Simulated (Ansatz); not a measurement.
**PH2 (SMILES [PH2]): methods side by side**

PH2: 3 atoms, total charge 0, spin state doublet. SMILES: `[PH2]`. The shape is that of a PBE0-D4/def2-TZVP optimisation.

```xyz
3

P     0.5257   -0.3094    0.2582
H     0.1146    1.0515    0.1767
H    -0.6404   -0.7421   -0.4350
```

Each level gives the energy change with the P1–H3 bond stretched from 1.424 to 2.136 Å (eV). The values are calculated.

```json
{"level": "USVWN5/6-31G* (spherical functions)", "kind": "LDA", "program": "Ansatz", "value (eV)": "1.77", "less FCI/6-31G*": "+0.10"}
{"level": "UPBE/6-31G* (spherical functions)", "kind": "GGA", "program": "Ansatz", "value (eV)": "1.76", "less FCI/6-31G*": "+0.09"}
{"level": "U-r2SCAN/6-31G* (spherical functions)", "kind": "meta-GGA", "program": "Ansatz", "value (eV)": "1.91", "less FCI/6-31G*": "+0.24"}
{"level": "U-r2SCAN0/6-31G* (spherical functions)", "kind": "hybrid meta-GGA", "program": "Ansatz", "value (eV)": "2.03", "less FCI/6-31G*": "+0.36"}
{"level": "UHSE06/6-31G* (spherical functions)", "kind": "range-separated hybrid", "program": "Ansatz", "value (eV)": "1.97", "less FCI/6-31G*": "+0.30"}
{"level": "UMP2/6-31G* (spherical functions)", "kind": "perturbation theory", "program": "Ansatz", "value (eV)": "2.13", "less FCI/6-31G*": "+0.46"}
{"level": "UCCSD(T)/6-31G* (spherical functions)", "kind": "coupled cluster or CI", "program": "Ansatz", "value (eV)": "1.71", "less FCI/6-31G*": "+0.04"}
{"level": "UCCSDT/6-31G* (spherical functions)", "kind": "coupled cluster or CI", "program": "Ansatz", "value (eV)": "1.67", "less FCI/6-31G*": "0.00"}
{"level": "FCI/3-21G", "kind": "exact in the basis", "program": "Ansatz", "value (eV)": "1.31", "less FCI/6-31G*": "-0.36"}
{"level": "FCI/6-31G* (spherical functions)", "kind": "exact in the basis", "program": "Ansatz", "value (eV)": "1.67", "less FCI/6-31G*": "0.00"}
```

FCI/6-31G* (spherical functions) is exact within its basis and frozen core, so for wave-function methods in that basis the difference is their error; functionals converge differently with the basis, so for them it is only a difference. The first shape isn't each level's own minimum. The values span 1.31 to 2.13 eV. Spin contamination of the reference (⟨S²⟩ at least 0.1 too high) touches U-r2SCAN0/6-31G*, UMP2/6-31G*, UCCSD(T)/6-31G*, UCCSDT/6-31G*. High-level rows in very small sets aren't better than simpler rows in larger ones.
